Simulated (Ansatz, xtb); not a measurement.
Breaking a bond: NaCl, singlet.

Levels: RCCSD(T) = CCSD(T) on RHF/aug-cc-pVTZ, frozen core in Ansatz (a first-principles code); UHF/aug-cc-pVTZ (Ansatz); UCCSD(T) = CCSD(T) on UHF/aug-cc-pVTZ, frozen core (Ansatz); GFN1-xTB (xtb).

Energies are in mEh, each relative to the lowest point of its own curve near equilibrium.

| R / Å | RCCSD(T) | UHF | UCCSD(T) | GFN1-xTB |
|---|---|---|---|---|
| 1.89 | 64.5 | 63.0 | 64.5 | 41.8 |
| 2.01 | 31.6 | 30.4 | 31.6 | 14.7 |
| 2.12 | 14.0 | 13.1 | 14.0 | 3.9 |
| 2.22 | 5.1 | 4.5 | 5.1 | 0.4 |
| 2.31 | 1.0 | 0.8 | 1.0 | 0.0 |
| 2.36 | 0.0 | 0.0 | 0.0 | 0.5 |
| 2.47 | 0.0 | [?] | 0.0 | [?] |
| 2.53 | 1.0 | [?] | 1.0 | 4.6 |
| 2.63 | 3.8 | 4.6 | 3.8 | 7.9 |
| 2.73 | 7.5 | 8.6 | 7.5 | [?] |
| 2.94 | 17.0 | 18.5 | 17.0 | 19.8 |
| 3.15 | 27.4 | 29.2 | 27.4 | 28.6 |
| 3.51 | 44.7 | 46.7 | 44.7 | 43.5 |
| 3.92 | 62.1 | 64.1 | 62.1 | 59.3 |
| 4.24 | 73.8 | 75.6 | 73.8 | 70.5 |
| 4.67 | 86.9 | 88.5 | 86.9 | 83.8 |
| 5.13 | 98.4 | 99.8 | 98.4 | 95.6 |
| 5.73 | 110.5 | 110.4 | — | 107.7 |
| 6.42 | 121.2 | 110.7 | — | 117.8 |
| 7.12 | [?] | 110.7 | — | — |
| 8.33 | 140.9 | 110.7 | — | — |
| 9.36 | [?] | 110.7 | — | — |

Problem. What belongs in the gaps?

Solution. 
- 2.47, UHF: 0.4
- 2.47, GFN1-xTB: 2.9
- 2.53, UHF: 1.6
- 2.73, GFN1-xTB: 11.5
- 7.12, RCCSD(T): 129.7
- 9.36, RCCSD(T): 148.0

A dash means that the run gave no value there, or that the column was ended at a point which the program doubted or which failed a test of continuity chosen for this set; such a test can also cut sound points.

The unrestricted determinant behind UHF, UCCSD(T) is spin-contaminated at 5.73 to 9.36 Å (<S²> up to 1.0, against 0.00 for a pure singlet).
